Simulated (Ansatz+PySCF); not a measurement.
Results of a calculation; reference values are marked as such.
This Ansatz input gave a total energy of -151.92855 hartree.

```yaml
crystal:
  periodic: [false, false, false]
  atoms:
    - { symbol: O, position_ang: [-1.4463, -0.1553, 0.00106] }
    - { symbol: H, position_ang: [-1.90221, 0.70285, -0.00238] }
    - { symbol: H, position_ang: [-0.51014, 0.09369, -0.00558] }
    - { symbol: O, position_ang: [1.37067, 0.17088, 0.00317] }
    - { symbol: H, position_ang: [1.54426, -0.40055, -0.75793] }
    - { symbol: H, position_ang: [1.54572, -0.41803, 0.7617] }
basis:
  gaussian: { orbitals: def2-SVP }
hamiltonian:
  xc: hf
scf:
  omitted_lower_state_checks: [stability, starts, atomic_configurations, cluster_reference, orbital_swaps, given_window_search, neighbouring_geometries, increment]
```

Question: Write an input for PySCF with the same method and basis set.

Answer:

```python
from pyscf import gto, scf

mol = gto.M(atom="""
O -1.446300 -0.155300 0.001060
H -1.902210 0.702850 -0.002380
H -0.510140 0.093690 -0.005580
O 1.370670 0.170880 0.003170
H 1.544260 -0.400550 -0.757930
H 1.545720 -0.418030 0.761700
""", basis='def2-svp', charge=0, spin=0)
mf = scf.RHF(mol)
mf.kernel()
print(mf.converged, mf.e_tot, mf.spin_square()[0])
```

PySCF 2.14.0 gave -151.92855 hartree, 0.00 meV from the first.
